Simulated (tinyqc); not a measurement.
CID on RHF in the sto-6g basis, for HF, spin multiplicity 1, step by step. One step of it, computed by the program tinyqc.

Question. CID: determinants and Hamiltonian. Slater-Condon rules over spin orbitals, with the nuclear repulsion added and E(HF) subtracted on the diagonal. Only determinants linked to the reference directly or through others are kept (one block of an abelian symmetry group), so some states are absent.

one-electron integrals over orbitals h = C^T H C (hartree):
```
[[-41.006577, 0.709294, -0.232882, 0.000000, 0.000000, -0.251089],
 [0.709294, -9.233172, 0.555708, 0.000000, 0.000000, 1.286202],
 [-0.232882, 0.555708, -7.795106, 0.000000, 0.000000, 1.780750],
 [0.000000, 0.000000, 0.000000, -8.771267, 0.000000, 0.000000],
 [0.000000, 0.000000, 0.000000, 0.000000, -8.771267, 0.000000],
 [-0.251089, 1.286202, 1.780750, 0.000000, 0.000000, -6.141906]]
```

Two-electron integrals over orbitals (pq|rs), unique and non-zero (hartree):
```
(11|11) 5.380517    (21|11) -0.513056   (21|21) 0.079167    (22|11) 1.212852
(22|21) -0.020289   (22|22) 0.861690    (31|11) 0.176796    (31|21) -0.024912
(31|22) 0.015153    (31|31) 0.025858    (32|11) -0.148882   (32|21) 0.009978
(32|22) -0.010436   (32|31) 0.020913    (32|32) 0.158656    (33|11) 1.033835
(33|21) -0.011655   (33|22) 0.766846    (33|31) -0.006625   (33|32) -0.056714
(33|33) 0.791548    (41|41) 0.030413    (42|41) 0.038735    (42|42) 0.179461
(43|41) -0.012219   (43|42) -0.044761   (43|43) 0.050950    (44|11) 1.265968
(44|21) -0.013564   (44|22) 0.878518    (44|31) 0.004486    (44|32) -0.076307
(44|33) 0.771540    (44|44) 0.998085    (51|51) 0.030413    (52|51) 0.038735
(52|52) 0.179461    (53|51) -0.012219   (53|52) -0.044761   (53|53) 0.050950
(54|54) 0.053789    (55|11) 1.265968    (55|21) -0.013564   (55|22) 0.878518
(55|31) 0.004486    (55|32) -0.076307   (55|33) 0.771540    (55|44) 0.890506
(55|55) 0.998085    (61|11) 0.190148    (61|21) -0.032135   (61|22) 0.000120
(61|31) -0.006945   (61|32) -0.025550   (61|33) 0.014086    (61|44) 0.004600
(61|55) 0.004600    (61|61) 0.029235    (62|11) -0.271206   (62|21) 0.006366
(62|22) -0.137658   (62|31) -0.020613   (62|32) -0.039392   (62|33) -0.045352
(62|44) -0.136052   (62|55) -0.136052   (62|61) 0.014474    (62|62) 0.099343
(63|11) -0.339274   (63|21) 0.005420    (63|22) -0.152056   (63|31) 0.002612
(63|32) 0.092869    (63|33) -0.129330   (63|44) -0.185127   (63|55) -0.185127
(63|61) -0.006113   (63|62) 0.059788    (63|63) 0.164510    (64|41) -0.011552
(64|42) -0.044759   (64|43) -0.012705   (64|64) 0.032022    (65|51) -0.011552
(65|52) -0.044759   (65|53) -0.012705   (65|65) 0.032022    (66|11) 0.899320
(66|21) -0.008856   (66|22) 0.691636    (66|31) 0.017181    (66|32) 0.075475
(66|33) 0.671402    (66|44) 0.655618    (66|55) 0.655618    (66|61) -0.009901
(66|62) -0.069625   (66|63) -0.010415   (66|66) 0.721215
```

nuclear repulsion = 5.36328254 hartree

Hartree-Fock energy = -99.49543984 hartree

Give: determinants; H - E(HF) between determinants.

Answer.

Occupation strings over the orbitals (2 doubly, a alpha, b beta, 0 empty; spin orbitals ordered 1a 1b 2a 2b ...): 222220 222202 222022 220222 2ab222 a2b222 2ba222 202222 ab2222 b2a222 ba2222 022222

H - E(HF) between determinants (hartree), order 222220, 222202, 222022, 220222, 2ab222, a2b222, 2ba222, 202222, ab2222, b2a222, ba2222, 022222:
```
[[0.000, 0.032, 0.032, 0.165, -0.060, 0.006, 0.060, 0.099, -0.014, -0.006, 0.014, 0.029],
 [0.032, 1.407, 0.054, 0.051, 0.045, 0.012, -0.045, 0.179, -0.039, -0.012, 0.039, 0.030],
 [0.032, 0.054, 1.407, 0.051, 0.045, 0.012, -0.045, 0.179, -0.039, -0.012, 0.039, 0.030],
 [0.165, 0.051, 0.051, 1.657, 0.148, 0.047, -0.148, 0.159, -0.021, -0.047, 0.021, 0.026],
 [-0.060, 0.045, 0.045, 0.148, 2.419, 0.021, -0.159, 0.102, 0.010, -0.021, 0.025, 0.025],
 [0.006, 0.012, 0.012, 0.047, 0.021, 26.941, -0.021, -0.010, -0.240, -0.026, 0.025, -0.136],
 [0.060, -0.045, -0.045, -0.148, -0.159, -0.021, 2.419, -0.102, 0.025, 0.021, 0.010, -0.025],
 [0.099, 0.179, 0.179, 0.159, 0.102, -0.010, -0.102, 3.301, -0.012, 0.010, 0.012, 0.079],
 [-0.014, -0.039, -0.039, -0.021, 0.010, -0.240, 0.025, -0.012, 27.906, 0.025, -0.079, 0.481],
 [-0.006, -0.012, -0.012, -0.047, -0.021, -0.026, 0.021, 0.010, 0.025, 26.941, -0.240, 0.136],
 [0.014, 0.039, 0.039, 0.021, 0.025, 0.025, 0.010, 0.012, -0.079, -0.240, 27.906, -0.481],
 [0.029, 0.030, 0.030, 0.026, 0.025, -0.136, -0.025, 0.079, 0.481, 0.136, -0.481, 56.329]]
```
